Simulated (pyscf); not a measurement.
F–C:–CH₂–F (SMILES F[C]CF) [singlet] -> H₂C=C(F)–F (SMILES C=C(F)F), a group migration (singlet surface; C–F broken, C–F formed). Single points on ωB97X-D3(BJ)/def2-SVP structures (PySCF, gas phase). MP2 and CC: frozen core, UHF for open shells. ΔMP2 is the change of the MP2 total energy from the triple- to the quadruple-zeta basis. Energies in eV from the reactant's lowest minimum found.

AM1 to PM7: differences of heats of formation from MOPAC, which are fitted to 298 K values and so differ in kind from electronic energies by zero-point and thermal terms. 

### Question
Quick AM1 single points give ΔE‡ = 2.57 eV and ΔE = -1.92 eV. What does CCSD(T)/def2-TZVPP + ΔMP2(QZVPP) give, and how far is the quick result from it?

### Answer
CCSD(T)/def2-TZVPP + ΔMP2(QZVPP) gives ΔE‡ = 2.07 eV and ΔE = -2.69 eV. AM1 lies 0.50 eV over it in the barrier and 0.76 eV over it in the reaction energy, so on this step it does not hold to within 0.13 eV. CCSD(T)/def2-TZVPP + ΔMP2(QZVPP) has limits of its own. One saddle was located; it need not be the lowest between these sides. One closed-shell reference is unstable to symmetry breaking; treat the single-reference values with care. The CCSD(T) − MP2 part came from Ansatz, without density fitting, on the same reference. The largest closed-shell T1 diagnostic is 0.060, which may signal static correlation.
